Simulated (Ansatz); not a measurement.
The same path of CH4BCl + H2 (9 atoms, charge 0, multiplicity 1) was run twice with different band settings. Lost on the way: B1–Cl2, H8–H9. Made: B1–H8, Cl2–H9.

Method: RKS PBE-D4/def2-SVP in Ansatz 0.2.0.

Relaxed end points:

```xyz
9
Properties=species:S:1:pos:R:3
B -0.220 0.549 0.211
Cl -0.269 0.449 1.975
H 0.850 0.870 -0.267
C -1.473 0.239 -0.662
H -2.386 -0.032 -0.099
H -1.690 1.116 -1.313
H -1.224 -0.582 -1.371
H 0.587 -2.890 0.324
H 0.467 -2.389 0.896
```

```xyz
9
Properties=species:S:1:pos:R:3
B 0.015 -0.417 -0.309
Cl -0.061 -0.142 2.422
H 0.996 0.288 -0.452
C -1.413 0.018 -0.759
H -2.247 -0.566 -0.324
H -1.610 1.103 -0.650
H -1.424 -0.185 -1.859
H 0.232 -1.595 -0.009
H 0.155 -1.176 1.635
```

Common settings: movable images 5; climbing image yes; spring 5.0 eV/Å²; optimiser quadratic models (default); force threshold 0.03 eV/Å; iteration limit 60; end points relaxed.

| run | start path |
| --- | --- |
| 1 | through a guess of the saddle point |
| 2 | straight line |

Q: What does each run give, and how far can it be trusted?

A: Run 1: converged after 14 iterations, highest image 0.922 eV above the first end. A vibrational analysis at the climbing image gives one clearly imaginary mode, 348i cm⁻¹: a first-order saddle point.
Run 2: converged after 10 iterations, highest image 0.922 eV above the first end. Another band between the same ends (5 images) ends at a top of the same energy, where a vibrational analysis finds 1 clearly imaginary mode.
The orbitals stay closed-shell, which can raise the energy where a bond breaks towards radicals; this wasn't checked here.
